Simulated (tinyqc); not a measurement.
Inside a calculation. Method: Hueckel theory of the pi electrons with the omega technique, for the molecule C=C[CH2-] (SMILES; centres numbered as the heavy atoms are written). One step of it, computed by the program tinyqc.

Question. Omega technique, round 2. h_r = h_r(0) + omega q_r, omega = 0.6, with q_r = z_r - P_rr.

Hueckel matrix in units of beta (H = alpha + beta A), lower triangle:
```
          1C        2C        3C
1C  0.000000
2C  1.000000  0.000000
3C  0.000000  1.000000  0.000000
```

charge and bond-order matrix P, lower triangle:
```
           1C        2C        3C
1C   1.447263
2C   0.703163  1.105474
3C  -0.552737  0.703163  1.447263
```

Centres:
```
centre  z_r, pi electrons of the neutral centre         h
1C                                            1  0.000000
2C                                            1  0.000000
3C                                            1  0.000000
```

Give: matrix after round 2.

Answer.

matrix after round 2, lower triangle:
```
         1C       2C       3C
1C  -0.2684
2C   1.0000  -0.0633
3C   0.0000   1.0000  -0.2684
```
